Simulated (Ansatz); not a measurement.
in.yaml

```yaml
crystal:
  periodic: [false, false, false]
  atoms:
    - {symbol: Ga, position_ang: [0.000000, 0.025333, 0.000000]}
    - {symbol: H, position_ang: [0.000000, -2.047258, 0.000000]}
    - {symbol: H, position_ang: [0.000000, 0.147438, -1.527170]}
    - {symbol: H, position_ang: [0.000000, 0.147438, 1.527170]}
basis:
  gaussian: {orbitals: "6-31G*", fitting: {mean_field: def2-universal-jkfit}}
total_charge: 1
magnetization: {spin_polarized: false, initial_magnetization: 1}
correlation: {method: ccsdt, electrons: valence, diis_vectors: 12}
output: {forces: true}
```

```sh
$ ansatz run in.yaml --threads 1 --pin off --events-out ev --progress --plain --max-ram 2393MiB
```

The program prints:

```
320 factors; integrals over basis functions are off by at most 1.3e-1 eV
mean field evaluation 1: about -52362.8381 eV, gradient 8.3e0 eV
mean field evaluation 2: about -52363.5738 eV, gradient 2.9e0 eV
mean field evaluation 4: about -52363.6685 eV, gradient 2.6e-1 eV
mean field evaluation 8: about -52363.5742 eV, gradient 2.9e0 eV
mean field -52363.66871637 eV, -1924.3293319570 hartree, gradient 1.5e-6 eV, S^2 0.750000; 0 other end points of the search recorded, 0 dependent functions left out
mean field evaluation 16: about -52363.6825 eV, gradient 1.1e-1 eV
9 core orbitals not correlated: weight in the atoms' cores, before any rotation towards them, 1.000 or more for the frozen orbitals, at most 0.000 for the correlated occupied ones
reference -52363.66871637 eV, -1924.3293319570 hartree; 8, 7 occupied and 24, 25 virtual orbitals, 320 factors
second order -6.22733833 eV of doubles, -0.00777028 eV of singles
cycle   1  -5.77210285 eV  change    4.6e-1 eV  update   7.9e-2
cycle   2  -6.12009545 eV  change   -3.5e-1 eV  update   4.1e-2
cycle   3  -6.24642039 eV  change   -1.3e-1 eV  update   1.9e-2
cycle   4  -6.23760000 eV  change    8.8e-3 eV  update   7.1e-3
cycle   5  -6.23984736 eV  change   -2.2e-3 eV  update   4.1e-3
cycle   6  -6.24474639 eV  change   -4.9e-3 eV  update   1.8e-3
cycle   7  -6.24491174 eV  change   -1.7e-4 eV  update   8.9e-4
cycle   8  -6.24424918 eV  change    6.6e-4 eV  update   4.7e-4
cycle   9  -6.24458524 eV  change   -3.4e-4 eV  update   1.9e-4
cycle  10  -6.24460396 eV  change   -1.9e-5 eV  update   6.7e-5
cycle  11  -6.24456412 eV  change    4.0e-5 eV  update   2.3e-5
cycle  12  -6.24456975 eV  change   -5.6e-6 eV  update   9.6e-6
cycle  13  -6.24457551 eV  change   -5.8e-6 eV  update   3.6e-6
cycle  14  -6.24457602 eV  change   -5.2e-7 eV  update   1.7e-6
the calculation of the forces begins
Total energy: -52369.91329239 eV, -1924.5588158932 hartree
Atom 0 at     0.000000     0.025333     0.000000 Å, force     0.000000     0.178292    -0.000000 eV/Å
Atom 1 at     0.000000    -2.047258     0.000000 Å, force    -0.000000    -0.224647     0.000000 eV/Å
Atom 2 at     0.000000     0.147438    -1.527170 Å, force    -0.000000     0.023178    -0.354382 eV/Å
Atom 3 at     0.000000     0.147438     1.527170 Å, force    -0.000000     0.023178     0.354382 eV/Å
Dipole moment:    -0.000000    -0.180084    -0.000000 e Å
```

Forces (eV/Å):
```
Ga   0.000  0.178  0.000
H    0.000 -0.225  0.000
H    0.000  0.023 -0.354
H    0.000  0.023  0.354
```

Ran on 1 thread of Arm Neoverse V2, shared host: 70 s wall, 1.4 GiB peak host memory.
